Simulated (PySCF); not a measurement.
# Vibration and rotation of O₂⁺

PBE0 constants of O₂⁺, ²Πg (doublet), unpaired electrons π ↑ (PySCF, no relativity, basis sets O def2-TZVP; masses 15.9949 and 15.9949 u):

```
ωe           : 2130.0 cm⁻¹
ωexe         : 12.6 cm⁻¹
Be           : 1.7475 cm⁻¹
αe           : 0.0156 cm⁻¹
De to O⁺ + O : 6.85 eV
```

(1) What force constant and bond length do these constants imply?

(2) Estimate the centrifugal constant D from the Kratzer relation and find the Dunham coefficient a1.

The state is the lowest determinant that a PBE0 search found; another state may lie lower at other levels.

Results:

(1) Reduced mass μred = 7.9975 u; k = 5.8918×10⁻⁷·μred·ωe² (u, cm⁻¹, mdyn/Å) = 21.4 mdyn/Å; Re = √(16.8576/(μred·Be)) (u, cm⁻¹, Å) = 1.098 Å.

(2) D = 4Be³/ωe² = 4.7e-06 cm⁻¹; a1 = −1 − αeωe/(6Be²) = -2.81.
